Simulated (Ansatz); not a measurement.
Cartesian coordinates in Å:
```
O -1.9716 -0.1644 0.4135
C -0.9203 0.3348 -0.3885
C 0.3279 -0.4702 -0.2434
C 1.4656 0.0627 0.1729
Cl 2.9243 -0.8271 0.3622
H -1.6641 -0.1872 1.3239
H -1.2870 0.2769 -1.4171
H -0.7141 1.3919 -0.1723
H 0.2683 -1.5298 -0.4727
H 1.5708 1.1124 0.4215
```

The species carries charge 0 and has multiplicity 1.

(1) List the r2SCAN/def2-TZVPP orbital energies in eV (the Gaussian-basis code of Ansatz). (Estimate.)

Results:

(1) Ansatz gave: Occupied: -2753.74, -515.99, -274.88, -274.73, -273.56, -255.09, -193.70, -193.47, -193.45, -27.20, -23.05, -20.39, -17.52, -15.05, -13.51, -12.17, -11.78, -11.26, -9.96, -9.44, -8.59, -7.91, -7.10, -6.49. Lowest empty: -1.21, 0.31, 1.18, 1.86, 2.45, 2.86, 3.43, 3.55.
